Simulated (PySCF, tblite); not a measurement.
Isomers of C4H4F2, one GFN2-xTB conformer each. Single-point energies are computed at PBE0/pcSseg-1 (PySCF, gas phase, no added dispersion term), electronic only.

```tsv
SMILES	GFN2-xTB relative energy (kcal/mol)
CC1=CC1(F)F	0.0
CC1C(F)=C1F	17.6
```

Problem. What does PBE0/pcSseg-1 give for the same structures?

Solution. 
```tsv
SMILES	PBE0/pcSseg-1 E (Eh)	PBE0/pcSseg-1 (kcal/mol)	GFN2-xTB (kcal/mol)	point group
CC1=CC1(F)F	-354.02968	0.0	0.0	Cs
CC1C(F)=C1F	-353.98412	28.6	17.6	Cs
```

Both levels put the same isomer lowest. As drawn, the lower has two fluorines on one carbon, which the higher lacks.

Problem. Which frontier levels, dipoles and rotational constants go with these structures?

Solution. 
| SMILES | HOMO (eV, PBE0/pcSseg-1) | LUMO (eV) | dipole (D) | A, B, C (MHz) |
| --- | --- | --- | --- | --- |
| CC1=CC1(F)F | -8.14 | -0.28 | 3.25 | 5972, 2696, 2578 |
| CC1C(F)=C1F | -7.24 | 0.87 | 1.33 | 3709, 3515, 1948 |

Problem. What happens when harmonic zero-point energies from GFN2-xTB frequencies are added?

Solution. 
| SMILES | ZPE (kcal/mol) | electronic (kcal/mol) | with ZPE (kcal/mol) |
| --- | --- | --- | --- |
| CC1=CC1(F)F | 42.2 | 0.0 | 0.0 |
| CC1C(F)=C1F | 43.0 | 28.6 | 29.4 |

The zero-point energies span 0.8 kcal/mol. The order is unchanged.
